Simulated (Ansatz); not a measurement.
Two isomers of C4H5FO: A = `C#COC(C)F`, B = `COC1=C(F)C1`.

Calculated with Ansatz (gas phase, PBE0-D4/def2-TZVP geometries, no zero-point term in ΔE). CCSD(T)/CBS is the MP2 limit (def2-TZVPP, def2-QZVPP) plus CCSD(T) − MP2 in def2-TZVPP, frozen cores. Functionals use def2-TZVPP. B3LYP here is the variant with VWN-RPA as its local correlation; programs differ in this. One conformer a species, not always the lowest.

A:

```xyz
11

C    -1.577   -0.025   -2.040
C    -0.668    0.437   -1.409
O     0.321    0.940   -0.745
C     0.310    0.649    0.659
C     0.798   -0.741    0.930
F     1.148    1.564    1.197
H    -2.380   -0.417   -2.615
H    -0.702    0.839    1.034
H     0.793   -0.930    2.004
H     1.813   -0.853    0.546
H     0.143   -1.464    0.440
```

B:

Z-matrix (Å, degrees):
```
C
O 1 1.422
H 1 1.094 2 110.7
H 1 1.093 2 110.8 3 -121.7
H 1 1.088 2 106.3 3 119.0
C 2 1.321 1 114.6 3 70.1
C 6 1.281 2 152.6 1 -162.9
C 6 1.524 2 143.8 1 30.7
F 7 1.313 6 150.8 2 0.6
H 8 1.096 6 119.6 2 66.9
H 8 1.094 6 119.6 2 -80.5
```

Question: Which isomer does CCSD(T)/CBS put lower? Give the gap. (An estimate is asked.)

Answer: The calculation gave: A, by 28.4 kcal/mol.

Question: Give E(B) − E(A) in kcal/mol with r2SCAN-D4, B3LYP-D4, CCSD/def2-TZVPP, B2PLYP, B3LYP, PBE-D4, ωB97M-V. (An estimate is asked.)

Answer: Computed: r2SCAN-D4 24.5, B3LYP-D4 26.5, CCSD/def2-TZVPP 28.6, B2PLYP 28.0, B3LYP 26.4, PBE-D4 20.2, ωB97M-V 26.9. None reverses the order clearly.

Largest T1 diagnostic: 0.012.

In def2-TZVPP, CCSD(T) changes the Hartree–Fock value by −5.4 kcal/mol (the triples alone add −0.7 kcal/mol) and MP2 by −5.4 kcal/mol. From PBE to PBE0 (25 % exact exchange), in def2-TZVPP and without D4, E(B) − E(A) moves by +1.4 kcal/mol.
